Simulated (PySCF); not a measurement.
Worked example for tetrafluoromethane: homolysis of bond F1–C2

Structure: `FC(F)(F)F` (CF4). Atom numbers as in the mapped SMILES `[F:1][C:2]([F:3])([F:4])[F:5]`.

These are calculated values, M06-2X/def2-TZVP in PySCF (grid level 3) at geometries from PBE0-D3(BJ)/def2-SVP. Zero-point and thermal terms (298.15 K, 1 bar) come from unscaled PBE0-D3(BJ)/def2-SVP harmonic frequencies, with soft modes damped to free rotors in the entropy.

Step: `FC(F)(F)F` → F• + `F[C](F)F`.

```tsv
species	charge	multiplicity	E / Eh
FC(F)(F)F	0	1	-437.544569
F•	0	2	-99.733733
F[C](F)F	0	2	-337.599840
```

Thermal terms, products less reactant: Δ(H − E) = -8.26 kJ/mol, Δ(G − E) = -57.07 kJ/mol. 1 Eh = 2625.50 kJ/mol.

Q: What are ΔE, ΔH and ΔG of this step?

A: ΔE = 0.210996 Eh = 553.97 kJ/mol; ΔH = 545.7 kJ/mol; ΔG = 496.9 kJ/mol, all in the gas phase at 298.15 K and 1 bar. The digits show the arithmetic; the method itself can be off by 10 kJ/mol or more. The Active Thermochemical Tables (1.112) give ΔH = 544.6 kJ/mol.
